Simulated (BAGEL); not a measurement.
# Worked example: vertical ionisation energy of C5H10O (cyclopentanol)

C5H10O: 16 atoms, total charge 0, spin state singlet. As SMILES, `OC1CCCC1`. Geometry: relaxed at PBE0-D4/def2-TZVP. This is one conformer, not always the lowest.

Both states at this one shape; open shells run unrestricted unless said. 1 Eh = 27.2114 eV.

| level | program | singlet C5H10O (Eh) | doublet C5H10O+ (Eh) | HOMO of the first (eV) |
| --- | --- | --- | --- | --- |
| HF/cc-pVDZ (density fitting with tzvpp-jkfit), open shells restricted | BAGEL | -270.036622 | -269.699330 | -11.35 |
| HF/d-aug-cc-pVDZ (density fitting with tzvpp-jkfit), open shells restricted | BAGEL | -270.054870 | -269.715651 | -11.45 |

Work out the vertical ionisation energy at each level.


1. HF/cc-pVDZ (density fitting with tzvpp-jkfit), open shells restricted: -269.699330 − (-270.036622) = 0.337292 Eh = 9.18 eV; −ε(HOMO) = 11.35 eV.
2. HF/d-aug-cc-pVDZ (density fitting with tzvpp-jkfit), open shells restricted: -269.715651 − (-270.054870) = 0.339219 Eh = 9.23 eV; −ε(HOMO) = 11.45 eV.

No measured value is set beside it here; the levels span 9.18 to 9.23 eV. In Hartree–Fock, −ε(HOMO) (Koopmans) exceeds the difference of totals by the orbital relaxation of the ion.
